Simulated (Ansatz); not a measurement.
Input file:

```yaml
crystal:
  periodic: [false, false, false]
  atoms:
    - {symbol: C, position_ang: [0.002340, -0.205586, 0.819659]}
    - {symbol: N, position_ang: [0.001498, -0.121743, -0.397790]}
    - {symbol: Si, position_ang: [0.049469, -0.045711, -2.117193]}
    - {symbol: H, position_ang: [-0.053306, 0.373040, 1.695325]}
basis:
  gaussian: {orbitals: STO-3G}
magnetization: {spin_polarized: true, initial_magnetization: 2}
hamiltonian: {xc: {name: PBE}, pseudopotentials: {relativity: none}}
correlation: {method: ccsdt_q_b, electrons: valence}
```

```sh
$ ansatz run in.yaml --threads 1 --pin off --events-out ev --progress --plain --max-ram 2393MiB
```

The program prints:

```
344 factors; integrals over basis functions are off by at most 3.6e-8 eV
mean field evaluation 1: about -10282.3057 eV, gradient 1.8e1 eV
mean field evaluation 2: about -10282.2676 eV, gradient 1.7e1 eV
mean field evaluation 4: about -10284.5735 eV, gradient 9.1e0 eV
mean field evaluation 8: about -10285.3022 eV, gradient 2.0e-1 eV
mean field evaluation 16: about -10285.3005 eV, gradient 5.9e-6 eV
mean field evaluation 32: about -10283.0555 eV, gradient 3.1e0 eV
mean field -10285.30054083 eV, -377.9778232483 hartree, gradient 6.7e-6 eV, S^2 2.018247; 2 other end points of the search recorded, 0 dependent functions left out
7 core orbitals not correlated: weight in the atoms' cores, before any rotation towards them, 0.999 or more for the frozen orbitals, at most 0.000 for the correlated occupied ones
reference -10262.83797254 eV, -377.1523390894 hartree; 8, 6 occupied and 5, 7 virtual orbitals, 344 factors
second order -4.87726281 eV of doubles, -0.27702153 eV of singles
cycle   1  -5.09628059 eV  change   -1.7e-1 eV  update   9.8e-2
cycle   2  -5.41291413 eV  change   -3.2e-1 eV  update   4.7e-2
cycle   3  -5.64738220 eV  change   -2.3e-1 eV  update   2.4e-2
cycle   4  -5.66425497 eV  change   -1.7e-2 eV  update   8.9e-3
cycle   5  -5.66911873 eV  change   -4.9e-3 eV  update   5.5e-3
cycle   6  -5.67582292 eV  change   -6.7e-3 eV  update   2.4e-3
cycle   7  -5.67449376 eV  change    1.3e-3 eV  update   1.1e-3
cycle   8  -5.67459963 eV  change   -1.1e-4 eV  update   4.9e-4
cycle   9  -5.67515233 eV  change   -5.5e-4 eV  update   2.1e-4
cycle  10  -5.67480742 eV  change    3.4e-4 eV  update   1.0e-4
cycle  11  -5.67492459 eV  change   -1.2e-4 eV  update   5.0e-5
cycle  12  -5.67493170 eV  change   -7.1e-6 eV  update   2.7e-5
cycle  13  -5.67494253 eV  change   -1.1e-5 eV  update   1.4e-5
cycle  14  -5.67495057 eV  change   -8.0e-6 eV  update   7.7e-6
cycle  15  -5.67494555 eV  change    5.0e-6 eV  update   3.6e-6
cycle  16  -5.67494522 eV  change    3.4e-7 eV  update   1.6e-6
cycle  17  -5.67494552 eV  change   -3.0e-7 eV  update   7.9e-7
perturbative correction -0.03459935 eV, -0.0012715025 hartree
WARN: these amplitudes may be one of several solutions (largest doubles amplitude 0.15, level shift 1.08 eV)
Total energy: -10268.54751740 eV, -377.3621609931 hartree
```

Ran on 1 thread of Intel Xeon, shared host: 6.5 s wall, 0.17 GiB peak host memory.
